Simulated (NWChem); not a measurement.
## Total energies of N (+1)

```xyz
1

N      0.0000     0.0000     0.0000
```
Charge +1, spin multiplicity 3.

The numbers come from NWChem runs, not from measurements.

Basis set: 3-21G (9 functions).

| method | total energy (Ha) |
|---|---|
| UHF | -53.59127 |
| UMP2 | -53.61663 |
| UB2PLYP | -53.72034 |
| UPBE | -53.68664 |
| UB3LYP | -53.76233 |
| ULC-wPBE (omega 0.3 per bohr) | -53.70137 |

Total energies of different functionals aren't comparable as a measure of quality: only differences taken within one method are. 

The correlated methods keep 1 core orbital frozen. B3LYP has NWChem's definition, with VWN1-RPA local correlation. The stability of the SCF solutions was not checked. Open-shell Hartree-Fock references start from PBE0 orbitals.
